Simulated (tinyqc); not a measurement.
Coupled-perturbed Hartree-Fock on RHF in the sto-3g basis, for H3O+, spin multiplicity 1, step by step. One step of it, computed by the program tinyqc.

Problem. Iteration 8 (converged): orbitals. Diagonalise F' = X^T F X, C = X C', fill 5 alpha and 5 beta electrons from the bottom; D = 2 C_occ C_occ^T. Each column has its largest component positive (the first on a tie).

converged F (hartree):
```
             1O 1s      1O 2s     1O 2px     1O 2py     1O 2pz      2H 1s      3H 1s      4H 1s
1O 1s   -20.807863  -5.294281   0.000003   0.000000   0.016968  -0.892086  -0.892932  -0.892932
1O 2s    -5.294281  -2.906836   0.000044   0.000000   0.072407  -0.987657  -0.988304  -0.988304
1O 2px    0.000003   0.000044  -0.800806   0.000000  -0.000024  -0.572326   0.286100   0.286100
1O 2py    0.000000   0.000000   0.000000  -0.800972   0.000000   0.000000  -0.495880   0.495880
1O 2pz    0.016968   0.072407  -0.000024   0.000000  -0.848174   0.191772   0.191908   0.191908
2H 1s    -0.892086  -0.987657  -0.572326   0.000000   0.191772  -0.737282  -0.284602  -0.284602
3H 1s    -0.892932  -0.988304   0.286100  -0.495880   0.191908  -0.284602  -0.737674  -0.284621
4H 1s    -0.892932  -0.988304   0.286100   0.495880   0.191908  -0.284602  -0.284621  -0.737674
```

X:
```
            1O 1s      1O 2s     1O 2px     1O 2py     1O 2pz      2H 1s      3H 1s      4H 1s
1O 1s    1.024419  -0.143402   0.000003   0.000000   0.004760   0.018233   0.018244   0.018244
1O 2s   -0.143402   1.222331  -0.000051   0.000000  -0.046254  -0.215720  -0.215937  -0.215937
1O 2px   0.000003  -0.000051   1.083400   0.000000   0.000015  -0.215875   0.107951   0.107951
1O 2py   0.000000   0.000000   0.000000   1.083522   0.000000   0.000000  -0.187109   0.187109
1O 2pz   0.004760  -0.046254   0.000015   0.000000   1.010676   0.049969   0.050032   0.050032
2H 1s    0.018233  -0.215720  -0.215875   0.000000   0.049969   1.135422  -0.051557  -0.051557
3H 1s    0.018244  -0.215937   0.107951  -0.187109   0.050032  -0.051557   1.135597  -0.051549
4H 1s    0.018244  -0.215937   0.107951   0.187109   0.050032  -0.051557  -0.051549   1.135597
```

Give: F' = X^T F X; orbital energies; coefficients C; D after iteration 8.

Solution.

F' = X^T F X (hartree):
```
         1       2       3       4       5       6       7       8
1  -20.426  -2.716   0.000   0.000   0.030  -0.104  -0.104  -0.104
2   -2.716  -1.697   0.000   0.000  -0.034  -0.420  -0.420  -0.420
3    0.000   0.000  -0.570   0.000   0.000  -0.473   0.236   0.236
4    0.000   0.000   0.000  -0.570   0.000   0.000  -0.410   0.410
5    0.030  -0.034   0.000   0.000  -0.817   0.127   0.127   0.127
6   -0.104  -0.420  -0.473   0.000   0.127  -0.311  -0.057  -0.057
7   -0.104  -0.420   0.236  -0.410   0.127  -0.057  -0.311  -0.057
8   -0.104  -0.420   0.236   0.410   0.127  -0.057  -0.057  -0.311
```

orbital energies (hartree): MO1 -20.816, MO2 -1.698, MO3 -1.012, MO4 -1.012, MO5 -0.864, MO6 0.012, MO7 0.188, MO8 0.188

coefficients C:
```
           MO1     MO2     MO3     MO4     MO5     MO6     MO7     MO8
1O 1s    0.994  -0.241   0.000   0.000  -0.052  -0.147   0.000   0.000
1O 2s    0.025   0.890   0.000   0.000   0.259   0.892   0.001   0.000
1O 2px   0.000   0.000   0.000   0.701   0.000   0.001  -0.868   0.000
1O 2py   0.000   0.000   0.700   0.000   0.000   0.000   0.000   0.868
1O 2pz  -0.002  -0.083   0.000   0.000   0.951  -0.346   0.000   0.000
2H 1s   -0.004   0.099   0.000   0.417  -0.099  -0.621   0.901   0.000
3H 1s   -0.004   0.099   0.361  -0.208  -0.099  -0.620  -0.451  -0.781
4H 1s   -0.004   0.099  -0.361  -0.208  -0.099  -0.620  -0.451   0.781
```

D after iteration 8:
```
         1O 1s   1O 2s  1O 2px  1O 2py  1O 2pz   2H 1s   3H 1s   4H 1s
1O 1s    2.099  -0.405   0.000   0.000  -0.064  -0.046  -0.046  -0.046
1O 2s   -0.405   1.721   0.000   0.000   0.344   0.124   0.124   0.124
1O 2px   0.000   0.000   0.982   0.000   0.000   0.584  -0.292  -0.292
1O 2py   0.000   0.000   0.000   0.981   0.000   0.000   0.506  -0.506
1O 2pz  -0.064   0.344   0.000   0.000   1.824  -0.204  -0.204  -0.204
2H 1s   -0.046   0.124   0.584   0.000  -0.204   0.386  -0.135  -0.135
3H 1s   -0.046   0.124  -0.292   0.506  -0.204  -0.135   0.386  -0.135
4H 1s   -0.046   0.124  -0.292  -0.506  -0.204  -0.135  -0.135   0.386
```
